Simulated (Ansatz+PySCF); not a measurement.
Values are calculated unless marked as measured or tabulated.
A run of Ansatz (development build ahead of 0.2.0) on doublet CH5N(+) at this shape:

```
atom    x (Å)    y (Å)    z (Å)
   H  -0.0166   0.9597  -1.3619
   C   0.0639   0.0000  -0.8760
   N   0.0037   0.0000   0.6130
   H  -0.0166  -0.9597  -1.3619
   H  -0.9658   0.0000   0.9682
   H   0.4657   0.8277   1.0093
   H   0.4657  -0.8277   1.0093
```

Its results:

```yaml
Converged: yes
Reference_energy: -94.97323 hartree
Correlation_energy: -0.35803 hartree
Total_energy: -95.33126 hartree
Spin_squared_of_the_determinant: 0.763
Stability_test: minimum
Occupied_orbitals_by_symmetry_in_an_Abelian_subgroup_alpha;_beta: 7 A' 2 A''; 6 A' 2 A''
```

Forces (eV/Å):
```csv
atom,Fx,Fy,Fz
H1,-0.013,-0.153,0.159
C2,0.017,0.000,0.505
N3,-0.067,0.000,-0.392
H4,-0.013,0.153,0.159
H5,0.217,0.000,-0.156
H6,-0.070,-0.150,-0.138
H7,-0.070,0.150,-0.138
```

Task: Which input gives this output? Name the method, the orbitals and the basis set, and write the input.

Result: UHF-MP2 in cc-pVTZ.

```yaml
crystal:
  periodic: [false, false, false]
  atoms:
    - { symbol: H, position_ang: [-0.01661, 0.95965, -1.36191] }
    - { symbol: C, position_ang: [0.06392, 0.0, -0.87596] }
    - { symbol: "N", position_ang: [0.00368, 0.0, 0.61304] }
    - { symbol: H, position_ang: [-0.01661, -0.95965, -1.36191] }
    - { symbol: H, position_ang: [-0.96578, 0.0, 0.96819] }
    - { symbol: H, position_ang: [0.46571, 0.82766, 1.00928] }
    - { symbol: H, position_ang: [0.46571, -0.82766, 1.00928] }
basis:
  gaussian: { orbitals: cc-pVTZ }
total_charge: 1
magnetization:
  spin_polarized: true
  initial_magnetization: 1
hamiltonian:
  xc: hf
correlation:
  method: mp2
  frozen_orbitals: { C: 1, H: 0, "N": 1 }
output:
  forces: true
```
